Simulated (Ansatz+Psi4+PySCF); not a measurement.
The numbers below are computed, except where a source is named.
This PySCF input gave a total energy of -116.01681 hartree.

```python
from pyscf import gto, scf, mp

mol = gto.M(atom="""
C -1.211490 0.007970 0.000410
O 1.293970 -0.108690 0.000130
H 0.009480 -0.118020 0.002800
H -1.525530 -0.233250 1.010070
H -1.430670 1.033230 -0.278080
H -1.552710 -0.710110 -0.737700
H 1.416640 0.849890 -0.000590
""", basis='cc-pvtz', charge=0, spin=1)
mf = scf.UHF(mol)
mf.kernel()
pt = mp.MP2(mf, frozen=2).run()
print(mf.e_tot, pt.e_corr, pt.e_tot)
```

Task: Write an input for Ansatz with the same method and basis set.

Result:

```yaml
crystal:
  periodic: [false, false, false]
  atoms:
    - { symbol: C, position_ang: [-1.21149, 0.00797, 0.00041] }
    - { symbol: O, position_ang: [1.29397, -0.10869, 0.00013] }
    - { symbol: H, position_ang: [0.00948, -0.11802, 0.0028] }
    - { symbol: H, position_ang: [-1.52553, -0.23325, 1.01007] }
    - { symbol: H, position_ang: [-1.43067, 1.03323, -0.27808] }
    - { symbol: H, position_ang: [-1.55271, -0.71011, -0.7377] }
    - { symbol: H, position_ang: [1.41664, 0.84989, -0.00059] }
basis:
  gaussian: { orbitals: cc-pVTZ }
magnetization:
  spin_polarized: true
  initial_magnetization: 1
hamiltonian:
  xc: hf
correlation:
  method: mp2
  frozen_orbitals: { C: 1, H: 0, O: 1 }
scf:
  omitted_lower_state_checks: [stability, starts, atomic_configurations, cluster_reference, orbital_swaps, given_window_search, neighbouring_geometries, increment]
```

Ansatz (development build ahead of 0.2.0) gave -116.01681 hartree, 0.06 meV from the first.
